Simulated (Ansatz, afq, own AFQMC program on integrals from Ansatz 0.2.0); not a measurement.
# Where AFQMC and coupled cluster stand for SiH2, triplet

```yaml
atoms:
  - { symbol: Si, position_ang: [0.0000, -0.0715, 0.0351] }
  - { symbol: H, position_ang: [0.0000, 1.3066, -2.2902] }
  - { symbol: H, position_ang: [0.0000, 0.6861, 1.3134] }
```

Basis cc-pVDZ. Noble-gas cores (and the filled d shells of Ga–Kr and In–Xe) are frozen. Integrals, coupled cluster, full CI and functionals: Ansatz 0.2.0; the random walks run on the same integrals in our own AFQMC program. The CISD trial takes its coefficients from CCSD amplitudes. Released means that phaseless walkers are propagated on without the constraint, phases kept. Error bars are statistical, one sigma.

Determinant: UHF, the one that the program's search chose, which needn't be the lowest solution. The geometry is a point of a scan.

Full CI on the same integrals is exact in this basis and with this determinant's frozen core.

Cautions: lower spins were not checked; raised T1 diagnostic (T1 0.046, weight of the determinant 0.89, largest double 0.09); unrestricted determinant spin contaminated (⟨S²⟩ 2.18 against 2.00).

- T1 diagnostic: 0.0459
- weight of the determinant in the CISD state: 0.890
- ⟨S²⟩ of the determinant: 2.180
- size of the correlated space: 6 electrons in 23 orbitals

```csv
level,correlation energy (eV)
MP2,-1.6890
CCSD,-2.4231
CCSD(T),-2.4800
```

Estimate where AFQMC with the constraint released lies against CCSD(T) on the same integrals.

25.3 ± 1.1 meV below CCSD(T).

Reference: full CI, correlation energy -2.512 eV. The released energy is read at 2.40 1/Eh (meV from the phaseless value at times in 1/Eh: -1.4 ± 1.2 at 0.24, -3.2 ± 1.0 at 0.51, -5.1 ± 0.9 at 0.99, -7.2 ± 1.0 at 1.62, -7.4 ± 1.1 at 2.40).

```tsv
level	E − E(reference) (meV)	share of correlation (%)
CCSD(T)	32.2	98.72
CCSDT	3.2	99.87
CCSDT(Q)	0.8	99.97
CCSDTQ	0.1	100.00
ph-AFQMC/CISD	14.3 ± 1.3	99.43
released AFQMC	7.0 ± 1.1	99.72
```

CCSDT and higher add their correlation energy to the determinant of the CCSD(T) run, since their own runs factorise the integrals more tightly (a shift of under 2 meV). A walk keeps the symmetry of its determinant, which the program's search chose and which needn't be the lowest solution, so a lower state of the same spin and another symmetry isn't excluded. Released energies are given only where the last usable release times agree within the noise; a slower fall can still hide under it.
